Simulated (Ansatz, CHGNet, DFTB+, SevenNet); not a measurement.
**Elastic constant C12 of hcp Co: levels of theory against measurement**

Reference value: 165 GPa (measured, temperature not stated, no zero-point or thermal correction; as tabulated in Steinle-Neumann et al. (1999), arXiv:cond-mat/9904431).

```
level (code)              value (GPa)  cell (Å³/atom)  difference (%)
------------------------  -----------  --------------  --------------
GFN1-xTB as cut by DFTB+          144           10.35           -12.7
CHGNet-r²SCAN                     225           10.65             +36
SevenNet-0                       60.3           10.78             -63
LDA (Ansatz)                      206           10.01             +25
PBE (Ansatz)                      169           10.86            +2.4
PBEsol (Ansatz)                   194           10.37           +17.6
```

Leaving aside GFN1-xTB as cut by DFTB+ (doubt noted below): The reference's temperature isn't stated, so close values are not ranked against it. Off by more than 25 %, or 35 % on the side where a correction would as a rule narrow the miss (bounds picked here): SevenNet-0 (-63 %), CHGNet-r²SCAN (+36 %).

The measured value isn't corrected to a static lattice, so vibrations enter the comparison. Spin-polarised runs: LDA (parallel moments), PBE (parallel moments), PBEsol (parallel moments). GFN1-xTB as cut by DFTB+: the method was fitted mainly to molecules. GFN1-xTB as cut by DFTB+: this magnet was run without spin. GFN1-xTB as cut by DFTB+: codes differ in how they cut the long-range tail of xTB's charge interaction in a crystal, so the value belongs to this code. Each level is taken at its own relaxed cell. Ansatz's density-functional and Hartree–Fock values are scalar-relativistic unless marked +SOC, with PAW data made under PBE.

Machine-learned potentials (CHGNet-r²SCAN, SevenNet-0) are trained on DFT data: a solid inside that data is no test of them.

Differences are worked out from the printed values.

Ansatz is an electronic-structure program.
